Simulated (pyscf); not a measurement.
Thermochemistry of product channels of H₂N–NH–AlH₂ on the singlet surface, in kcal/mol, from ωB97M-D3(BJ)/def2-TZVP energies (ideal gas, 1 atm, RRHO with modes under 100 cm⁻¹ raised to 100, one conformer, R ln 2 for rigid chiral ones). Single points on ωB97X-D3(BJ)/def2-SVP structures (PySCF, gas phase).

| products | ΔE | ΔH(298 K) | ΔG(600 K) | ΔG(900 K) |
|---|---|---|---|---|
| ammonia (NH₃) + HN=AlH | +22.4 | +22.3 | +2.4 | -7.4 |
| H₂N–AlH–NH₂ | -62.7 | -61.7 | -62.7 | -63.5 |
| HN=N–AlH₂ + hydrogen (H₂) | +46.0 | +38.4 | +20.1 | +10.4 |

The channel to NH₃ + HN=AlH turns favourable between 298 and 1200 K (ΔG from +12.5 kcal/mol to -16.9 kcal/mol).

These are energies of the channels, which say nothing of barriers. HN=AlH lies 44.5 kcal/mol over its isomer H₂N–Al [singlet], and others may lie lower still (electronic energy, ωB97M-D3(BJ)). HN=N–AlH₂ lies 32.6 kcal/mol over its isomer HN=Al–NH₂, and others may lie lower still (electronic energy, ωB97M-D3(BJ)).
